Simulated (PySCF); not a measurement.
Species: C5H9F.
SMILES with atom numbers: `[CH3:1]/[CH:2]=[CH:3]\[C@H:4]([CH3:5])[F:6]` (hydrogens: H7, H8, H9 on C1; H10 on C2; H11 on C3; H12 on C4; H13, H14, H15 on C5)

Geometry (PBE0-D3(BJ)/def2-SVP, Å), atoms numbered from 1 in this order:
```xyz
15
C5H9F angstrom
C      2.0525    0.1785   -0.5317
C      1.3210   -0.5009    0.5789
C      0.0097   -0.7472    0.6694
C     -1.0485   -0.3770   -0.3208
C     -1.8934    0.7948    0.1341
F     -1.8831   -1.4719   -0.4933
H      1.4013    0.4578   -1.3712
H      2.5435    1.0977   -0.1708
H      2.8550   -0.4687   -0.9220
H      1.9461   -0.8266    1.4190
H     -0.3763   -1.2512    1.5632
H     -0.6032   -0.1563   -1.3057
H     -2.3445    0.5836    1.1153
H     -1.2778    1.7018    0.2228
H     -2.7024    0.9841   -0.5871
```

Computed, not measured: TDDFT CAM-B3LYP/def2-SVPD, vertical, gas phase, core orbitals frozen in the response in PySCF.

Transition dipole moments from the ground state, in atomic units and in the frame of the coordinates above (overall signs are arbitrary), for the states with f of 0.002 or more among the lowest 7:

| state | E (hartree) | μx | μy | μz |
| --- | --- | --- | --- | --- |
| S1 | 0.2605 | 0.811 | -0.114 | -0.126 |
| S2 | 0.2675 | -1.403 | -0.252 | 0.025 |
| S3 | 0.2782 | -0.128 | 0.095 | 0.182 |
| S4 | 0.2874 | -0.243 | 0.006 | -0.015 |
| S5 | 0.3020 | 0.077 | -0.284 | -0.151 |
| S6 | 0.3193 | 0.076 | -0.094 | -0.073 |
| S7 | 0.3252 | 0.226 | 0.064 | -0.082 |

(1) Work out the oscillator strengths.

(2) Which bond between heavy atoms lies closest to the direction of the S2 transition dipole?

(3) What angle do the transition dipoles of S5 and S7 make?

(4) How is the summed strength of these states shared among x, y and z?

(5) What peak molar absorption coefficient would the strongest computed level give as a lone Gaussian band 0.5 eV wide at half height?

Results:

(1) f = (2/3) ΔE |μ|² with ΔE in hartree (27.2114 eV).

```csv
state,|μ|² (au),|μ| (D),f
S1,0.687,2.11,0.119
S2,2.034,3.62,0.363
S3,0.059,0.62,0.011
S4,0.059,0.62,0.011
S5,0.109,0.84,0.022
S6,0.020,0.36,0.004
S7,0.062,0.63,0.013
```

(2) C2–C3, at 3° from it; next C4–F6 at 43°.

(3) |cos θ| = |μa·μb| / (|μa| |μb|) = 0.14, so θ ≈ 82° (taken between 0 and 90°, since the signs are arbitrary).

(4) (2/3) Σ ΔE μα² gives 0.493 for x, 0.034 for y and 0.016 for z, 0.544 in all.

(5) ε(max) = 2.175×10⁸ f / FWHM, with the width in cm⁻¹. S2: 2.175×10⁸ × 0.3627 / 4033 ≈ 20000 L mol⁻¹ cm⁻¹.

All these states lie below the vertical ionisation energy of 9.61 eV (ΔSCF).

One conformer stands for the species.
